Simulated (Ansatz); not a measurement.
Input file for Ansatz (a program for electronic structure): R-MP2/aug-cc-pV(T+d)Z on methanethiol (SMILES CS), atoms moved off the minimum. Files ending in .json are basis or fitting sets from the Basis Set Exchange.

Ansatz 0.2 input:
```yaml
crystal:
  periodic: [false, false, false]
  atoms:
    - {symbol: C, position_ang: [-1.06668927, -0.38495529, 0.11770140]}
    - {symbol: S, position_ang: [0.56989883, 0.37304403, 0.03019016]}
    - {symbol: H, position_ang: [-1.22575811, -0.97336998, 1.04990709]}
    - {symbol: H, position_ang: [-1.84722596, 0.33872904, 0.00615447]}
    - {symbol: H, position_ang: [-1.15231689, -1.15078218, -0.67884734]}
    - {symbol: H, position_ang: [1.33247972, -0.81729550, 0.03662297]}
basis:
  gaussian:
    orbitals: aug-cc-pV_T+d_Z.json
magnetization: {spin_polarized: false}
correlation: {method: mp2, electrons: outside_noble_gas}
scf: {lower_state_search: off}
output: {forces: true}
```

Program output:

```
Functional definition: HF
[...]
these checks for a lower state are left out or cut short: starts, cluster_reference, orbital_swaps, neighbouring_geometries, increment
integrals: 0.29 GiB planned
1082 factors; integrals over basis functions are off by at most 8.5e-4 eV
mean field: 0.44 GiB planned
mean field evaluation 1: about -11910.5744 eV, gradient 2.1e1 eV
mean field evaluation 2: about -11910.5755 eV, gradient 2.1e1 eV
mean field evaluation 4: about -11911.8436 eV, gradient 2.5e0 eV
mean field evaluation 8: about -11911.8700 eV, gradient 1.4e-4 eV
mean field -11911.87001130 eV, -437.7531487599 hartree, gradient 6.9e-6 eV, S^2 0.000000; 0 other end points of the search recorded, 0 dependent functions left out
6 core orbitals not correlated
reference -11911.87001130 eV, -437.7531487599 hartree; 7, 7 occupied and 180, 180 virtual orbitals, 1082 factors
densities: 0.48 GiB planned
second order -10.11119086 eV of doubles, -0.00000000 eV of singles
the calculation of the forces begins
Total energy: -11921.98120216 eV, -438.1247281704 hartree
Atom 0 at    -1.066689    -0.384955     0.117701 Å, force     0.245145    -2.360256     0.171546 eV/Å
Atom 1 at     0.569899     0.373044     0.030190 Å, force     0.916088    -1.157411     0.099148 eV/Å
Atom 2 at    -1.225758    -0.973370     1.049907 Å, force     0.187015     0.799970    -0.397018 eV/Å
Atom 3 at    -1.847226     0.338729     0.006154 Å, force    -0.170103     0.559978    -0.066219 eV/Å
Atom 4 at    -1.152317    -1.150782    -0.678847 Å, force    -0.088254     0.691467     0.188039 eV/Å
Atom 5 at     1.332480    -0.817295     0.036623 Å, force    -1.089891     1.466253     0.004504 eV/Å
Dipole moment:    -0.190721    -0.260793     0.009703 e Å
Checks for a lower state left out: starts, cluster_reference, orbital_swaps, neighbouring_geometries, increment
```

The calculation finished and met its thresholds.

Cost: around 7 core-seconds (rough).
